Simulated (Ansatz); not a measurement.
A rate constant, worked out

An elementary step of BNH$_{4}$O, closed shell (BNH₄O ([NH2][BH][OH]) → BHO ([BH][O]) + NH₃ (still joined by a long B–N bond); B–N, O–H broken or loosened, N–H formed or tightened). The start structure is the reactant molecule, and the electronic barrier above it is 2.116 eV by CCSD(T) at an estimated basis limit (MP2 extrapolated from triple and quadruple zeta, plus CCSD(T) − MP2 in triple zeta). Program: Ansatz 0.2.0. Basis: def2-TZVPP and def2-QZVPP. Cores are frozen in the correlated methods. Extrapolation: Hartree–Fock as exp(−7.88 √X), correlation as X^−2.97. Harmonic wavenumbers at PBE0-D4/def2-TZVP (Ansatz 0.2.0), in cm⁻¹:

Start: 436, 441, 484, 615, 862, 924, 993, 1103, 1224, 1441, 1637, 2628, 3626, 3729, 3879.

Saddle: 1558i, 373, 695, 729, 794, 917, 994, 1030, 1426, 1530, 1556, 2020, 2655, 3524, 3619.

(1) Work out the transition-state-theory rate constant at 500 K from these numbers alone (harmonic vibrations; rotation, path degeneracy and anharmonicity left out), and the Wigner tunnelling factor. Use 1 cm⁻¹ = 1.2398 × 10⁻⁴ eV and k_B = 8.617 × 10⁻⁵ eV/K.

The T1 diagnostic stays at or below 0.018.

## Answers

(1) Zero-point energies, half the sums: start 24022/2 cm⁻¹ = 1.4892 eV; saddle, real modes only, 21862/2 cm⁻¹ = 1.3553 eV.
Barrier with zero-point energy: 2.116 + 1.3553 − 1.4892 = 1.9821 eV.
k_BT = 0.04309 eV, so the barrier is 46.00 k_BT.
Vibrational partition functions from the zero-point level, ln q = −Σ ln(1 − exp(−hν/k_BT)): start 1.456, saddle 1.032.
k = (k_BT/h) exp(ln q‡ − ln q) exp(−E0/k_BT), with log₁₀(k_BT/h in s⁻¹) = 13.02: log₁₀ k = 13.02 + (-0.424 − 46.00)/2.3026 = -7.14, so k ≈ 7 × 10^(-8) s⁻¹.
Wigner factor: 1 + (hν‡/k_BT)²/24 = 1 + (4.48)²/24 = 1.84, too large for this simple formula to be trusted. A change of 1 kcal/mol (0.043 eV) in the barrier would change k by a factor of 2.7 at this temperature.

Labels in which every atom is bracketed show which atoms are joined, not bond orders.

For scale, one of the runs: CCSD(T)/def2-TZVPP, 149 basis functions, launched by `ansatz run in.yaml --threads 2 --pin off --events-out ev --progress --plain --max-ram 4352MiB`. The run took 14 s on 2 CPU threads of an Arm Neoverse V2 (shared host), with 1 GiB of host memory at its peak.
